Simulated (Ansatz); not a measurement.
A made-up structure of Al$_{2}$SiH$_{6}$, singlet:

```xyz
9
angstrom
Al -1.2786 0.9192 -1.3350
Si 0.5208 -1.3324 1.4884
Al 0.8102 0.4420 -0.1639
H -1.6650 0.1119 -2.6479
H -2.3022 1.9843 -0.7498
H 1.2979 1.7026 0.5313
H 1.8684 0.0240 -1.1719
H 0.6856 -2.6930 1.1167
H 0.1171 -1.0198 2.8134
```

It is relaxed with PBE-D4/def2-SVP and then PBE0-D4/def2-TZVP (Ansatz 0.2.0). Atoms count as bonded within 1.22 times the sum of their covalent radii (H–H: 0.88 Å). The end point is not checked to be a true minimum.

Task: Does its bonding change? (A judgement: the text doesn't fix the answer.)

Result: The calculation gives: Yes. Formed: Al1–Si2; broken: Al1–Al3.

Where it ends: The first stage lowers the energy by 2.10 eV in 13 steps. It ends as Al₂SiH₆ ([AlH2][SiH2][AlH2]):
Al1  (-1.936, 0.066, -0.715)
Si2  (-0.035, -0.657, 0.636)
Al3  (1.986, 0.595, 0.080)
H4  (-2.220, -0.606, -2.126)
H5  (-2.858, 1.265, -0.227)
H6  (2.313, 1.962, 0.820)
H7  (2.949, 0.091, -1.079)
H8  (0.208, -2.114, 0.410)
H9  (-0.354, -0.464, 2.084)
(Å)

Labels in which every atom is bracketed show which atoms are joined, not bond orders.

For scale, one of the runs: PBE0-D4/def2-TZVP relaxation, 147 basis functions, launched by `ansatz run in.yaml --threads 2 --pin off --events-out ev --progress --plain --max-ram 4352MiB`. Hardware: 2 CPU threads of an Arm Neoverse V1, shared host. Wall time about 18 s.
